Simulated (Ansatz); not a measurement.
Input file:

```yaml
crystal:
  periodic: [false, false, false]
  atoms:
    - {symbol: B, position_ang: [0.000000, 0.000000, 0.000000]}
    - {symbol: S, position_ang: [0.000000, 0.000000, 5.451000]}
basis:
  gaussian: {orbitals: 6-31G}
magnetization: {spin_polarized: true, initial_magnetization: 1}
correlation: {method: ccsd_t, electrons: outside_noble_gas}
```

```sh
$ ansatz run in.yaml --threads 1 --pin off --events-out ev --progress --plain --max-ram 2393MiB
```

Question: Roughly how long does this take on 1 thread of Arm Neoverse V2, shared host, and how much host memory?

Answer: 3.9 s wall and 0.16 GiB.

```
266 factors; integrals over basis functions are off by at most 2.1e-4 eV
mean field evaluation 1: about -11477.4423 eV, gradient 1.1e1 eV
mean field evaluation 2: about -11477.4436 eV, gradient 1.1e1 eV
mean field evaluation 4: about -11478.2316 eV, gradient 4.8e0 eV
mean field evaluation 8: about -11482.3118 eV, gradient 8.4e0 eV
mean field evaluation 16: about -11482.9616 eV, gradient 1.6e-6 eV
mean field evaluation 32: about -11482.9614 eV, gradient 1.0e-1 eV
mean field evaluation 64: about -11482.9624 eV, gradient 6.7e-6 eV
mean field evaluation 96: about -11482.9624 eV, gradient 7.3e-7 eV
mean field evaluation 128: about -11482.9570 eV, gradient 1.4e-6 eV
mean field evaluation 160: about -11482.9617 eV, gradient 2.0e-2 eV
...
mean field evaluation 2144: about -11482.2229 eV, gradient 2.9e-3 eV
mean field evaluation 2176: about -11482.0467 eV, gradient 2.9e0 eV
mean field evaluation 2208: about -11482.2168 eV, gradient 5.7e-4 eV
mean field evaluation 2240: about -11480.5628 eV, gradient 4.0e0 eV
mean field evaluation 2272: about -11480.8583 eV, gradient 4.5e-4 eV
mean field evaluation 2304: about -11480.7756 eV, gradient 1.4e-2 eV
mean field evaluation 2336: about -11480.7836 eV, gradient 4.1e-3 eV
mean field evaluation 2368: about -11478.5184 eV, gradient 1.3e0 eV
mean field evaluation 2400: about -11480.8599 eV, gradient 1.4e-4 eV
mean field -11482.96236486 eV, -421.9910834772 hartree, gradient 1.3e-6 eV, S^2 1.751587; 42 other end points of the search recorded, 0 dependent functions left out
determinant -11482.96236486 eV, -421.9910834772 hartree, with singles and doubles -11484.72573245 eV, -422.0558860410 hartree
determinant -11482.96155405 eV, -421.9910536805 hartree, with singles and doubles -11484.72446858 eV, -422.0558395945 hartree
determinant -11482.95698961 eV, -421.9908859402 hartree, with singles and doubles -11484.71987353 eV, -422.0556707294 hartree
determinant -11482.95532435 eV, -421.9908247431 hartree, with singles and doubles -11484.71821963 eV, -422.0556099499 hartree
determinant -11482.95166317 eV, -421.9906901972 hartree, with singles and doubles -11484.71470656 eV, -422.0554808468 hartree
determinant -11482.22378799 eV, -421.9639412780 hartree, with singles and doubles -11484.67080282 eV, -422.0538674140 hartree
determinant -11482.22291521 eV, -421.9639092038 hartree, with singles and doubles -11484.67077666 eV, -422.0538664526 hartree
determinant -11482.22280250 eV, -421.9639050616 hartree, with singles and doubles -11484.66775860 eV, -422.0537555411 hartree
determinant -11482.21849586 eV, -421.9637467958 hartree, with singles and doubles -11484.66497052 eV, -422.0536530812 hartree
determinant -11482.21844174 eV, -421.9637448068 hartree, with singles and doubles -11484.66525135 eV, -422.0536634013 hartree
determinant -11482.21687613 eV, -421.9636872717 hartree, with singles and doubles -11484.66347678 eV, -422.0535981873 hartree
determinant -11482.21685413 eV, -421.9636864631 hartree, with singles and doubles -11484.66346108 eV, -422.0535976103 hartree
determinant -11482.21683776 eV, -421.9636858617 hartree, with singles and doubles -11484.66353814 eV, -422.0536004423 hartree
determinant -11482.21332087 eV, -421.9635566182 hartree, with singles and doubles -11484.66047459 eV, -422.0534878587 hartree
determinant -11480.86364575 eV, -421.9139569724 hartree, with singles and doubles -11481.63615787 eV, -421.9423462692 hartree
determinant -11480.85991149 eV, -421.9138197409 hartree, with singles and doubles -11481.63225761 eV, -421.9422029375 hartree
determinant -11480.85831235 eV, -421.9137609736 hartree, with singles and doubles -11481.63063857 eV, -421.9421434386 hartree
determinant -11480.85389981 eV, -421.9135988158 hartree, with singles and doubles -11481.62610498 eV, -421.9419768324 hartree
determinant -11480.85360218 eV, -421.9135878782 hartree, with singles and doubles -11481.62586358 eV, -421.9419679609 hartree
determinant -11480.79591575 eV, -421.9114679409 hartree, with singles and doubles -11483.18963289 eV, -421.9994354231 hartree
determinant -11480.78664882 eV, -421.9111273876 hartree, with singles and doubles -11483.18611937 eV, -421.9993063037 hartree
determinant -11480.78355924 eV, -421.9110138475 hartree, with singles and doubles -11483.18402664 eV, -421.9992293973 hartree
determinant -11480.77607724 eV, -421.9107388890 hartree, with singles and doubles -11483.17934906 eV, -421.9990574996 hartree
determinant -11480.77577712 eV, -421.9107278599 hartree, with singles and doubles -11483.17833529 eV, -421.9990202441 hartree
determinant -11482.96236486 eV, -421.9910834772 hartree, with singles and doubles -11484.72613465 eV, -422.0559008214 hartree
determinant -11482.96155405 eV, -421.9910536805 hartree, with singles and doubles -11484.72486822 eV, -422.0558542809 hartree
determinant -11482.95698961 eV, -421.9908859402 hartree, with singles and doubles -11484.72032911 eV, -422.0556874719 hartree
determinant -11482.95532435 eV, -421.9908247431 hartree, with singles and doubles -11484.71869053 eV, -422.0556272551 hartree
determinant -11482.95166317 eV, -421.9906901972 hartree, with singles and doubles -11484.71518359 eV, -422.0554983772 hartree
determinant -11482.22378799 eV, -421.9639412780 hartree, with singles and doubles -11484.58238376 eV, -422.0506180735 hartree
determinant -11482.22291521 eV, -421.9639092038 hartree, with singles and doubles -11484.58202390 eV, -422.0506048490 hartree
determinant -11482.22280250 eV, -421.9639050616 hartree, with singles and doubles -11484.58166126 eV, -422.0505915221 hartree
determinant -11482.21849586 eV, -421.9637467958 hartree, with singles and doubles -11484.57697307 eV, -422.0504192346 hartree
determinant -11482.21844174 eV, -421.9637448068 hartree, with singles and doubles -11484.57697662 eV, -422.0504193649 hartree
determinant -11482.21687613 eV, -421.9636872717 hartree, with singles and doubles -11484.57532008 eV, -422.0503584881 hartree
determinant -11482.21685413 eV, -421.9636864631 hartree, with singles and doubles -11484.57530541 eV, -422.0503579492 hartree
determinant -11482.21683776 eV, -421.9636858617 hartree, with singles and doubles -11484.57530428 eV, -422.0503579075 hartree
determinant -11482.21332087 eV, -421.9635566182 hartree, with singles and doubles -11484.57201162 eV, -422.0502369046 hartree
6 core orbitals not correlated: weight in the atoms' cores, before any rotation towards them, 1.000 or more for the frozen orbitals, at most 0.000 for the correlated occupied ones
reference -11482.96236486 eV, -421.9910834772 hartree; 5, 4 occupied and 11, 12 virtual orbitals, 266 factors
second order -1.10494204 eV of doubles, -0.00000000 eV of singles
cycle   1  -1.76376749 eV  change    2.3e-6 eV  update   7.6e-6
perturbative correction -0.01424553 eV, -0.0005235137 hartree
Total energy: -11484.74037789 eV, -422.0564242508 hartree
```

For the same geometry and basis full CI lies 8.7 meV lower.
